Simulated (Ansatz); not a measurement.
# Property card for CaP₂Ru₂

These are results of Ansatz 0.2.0, DFT r2SCAN, scalar-relativistic, plane waves, PAW, not measurements.

Cutoff 500 eV; k points 12×12×12 on the computed 5-atom cell (Γ-centred); Gaussian smearing, width 0.10 eV; no spin polarisation.

The structure is relaxed at this level of theory with its symmetry kept. Whether it is the stable form of this composition wasn't checked.

```xyz
5
Lattice="-2.0227 2.0227 4.9325 2.0227 -2.0227 4.9325 2.0227 2.0227 -4.9325" Properties=species:S:1:pos:R:3 pbc="T T T"
Ca    0.0000    0.0000    0.0000
P     0.0000    0.0000    6.2602
P     0.0000    0.0000    3.6047
Ru    0.0000    2.0227    2.4662
Ru    2.0227    0.0000    2.4662
```

```json
{
 "Space group": "I4/mmm (No. 139)",
 "Volume per atom": "16.14 Å³",
 "Formation energy from the elements' standard states (uncorrected)": "-1.028 eV/atom",
 "Generalised Kohn–Sham band gap": "none (metal)",
 "Density of states at the Fermi level": "1.25 states/eV per cell",
 "Löwdin character within 0.5 eV of the Fermi level": "Ru 4d 49 %, P 3p 24 %, unprojected 16 %",
 "Bader charges (e)": "Ca (1 in the cell) 1.42, P (2 in the cell) -0.47, Ru (2 in the cell) -0.24"
}
```

Cost: 9 runs of about 12 core-minutes in all, on AMD EPYC 9R45 (Zen 5) (shared hosts).